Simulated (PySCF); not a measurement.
## Highest orbital energy against ionisation energy along the third row

Calculated with PySCF 2.14, no spin-orbit coupling. Each cell gives −ε(HOMO) / ΔSCF in eV; NIST values include spin-orbit coupling, (s) semi-empirical, (t) theoretical.

```csv
species,UHF,LDA,PBE,PBE0,r2SCAN,NIST (lowest levels)
"Mg (ANO-RCC-VTZP, spin-free X2C)",6.879 / 6.621,4.755 / 7.731,4.697 / 7.630,5.430 / 7.561,4.823 / 7.396,7.646
"Al (ANO-RCC-VTZP, spin-free X2C)",5.915 / 5.590,2.910 / 6.006,3.025 / 6.060,3.867 / 6.084,3.303 / 6.165,5.986
"Si (ANO-RCC-VTZP, spin-free X2C)",8.185 / 7.628,4.574 / 8.233,4.588 / 8.190,5.615 / 8.212,4.902 / 8.319,8.152
"P (ANO-RCC-VTZP, spin-free X2C)",10.653 / 9.898,6.290 / 10.563,6.289 / 10.482,7.525 / 10.522,6.687 / 10.632,10.487
"S (ANO-RCC-VTZP, spin-free X2C)",10.298 / 9.220,6.168 / 10.539,6.149 / 10.408,7.404 / 10.385,6.408 / 10.367,10.360
"Cl (ANO-RCC-VTZP, spin-free X2C)",13.061 / 11.748,8.209 / 13.176,8.123 / 12.952,9.587 / 12.936,8.444 / 12.985,12.968
"Ar (ANO-RCC-VTZP, spin-free X2C)",16.045 / 14.543,10.390 / 16.015,10.233 / 15.700,11.942 / 15.712,10.693 / 15.752,15.760
```

Problem. How far is −ε(HOMO) from ΔSCF on average for each method, and why?

Solution. UHF 0.83 eV; LDA -4.14 eV; PBE -4.05 eV; PBE0 -2.86 eV; r2SCAN -3.77 eV. Hartree-Fock orbital energies lack relaxation and so exceed the ΔSCF value; semilocal functionals have convex E(N) from self-interaction, so their HOMO lies far too high; exact exchange moves hybrids part of the way back.
